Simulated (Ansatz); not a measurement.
A calculation with Ansatz (development build ahead of 0.2.0).

```yaml
crystal:
  periodic: [false, false, false]
  atoms:
    - { symbol: C, position_ang: [0.0, 0.0, -1.02978] }
    - { symbol: Cl, position_ang: [0.0, 0.0, 0.6035] }
    - { symbol: H, position_ang: [0.0, -0.95368, -1.36029] }
    - { symbol: H, position_ang: [-0.82591, 0.47684, -1.36029] }
    - { symbol: H, position_ang: [0.82591, 0.47684, -1.36029] }
basis:
  gaussian: { orbitals: cc-pVTZ }
hamiltonian:
  xc: hf
correlation:
  method: mp2
  frozen_orbitals: { C: 1, Cl: 5, H: 0 }
```

The input is written out in the form of the current development build from the run's settings.

The run gave:

```yaml
Converged: yes
Reference_energy: -499.12423 hartree
Correlation_energy: -0.37187 hartree
Total_energy: -499.49611 hartree
Spin_squared_of_the_determinant: 0.000
```
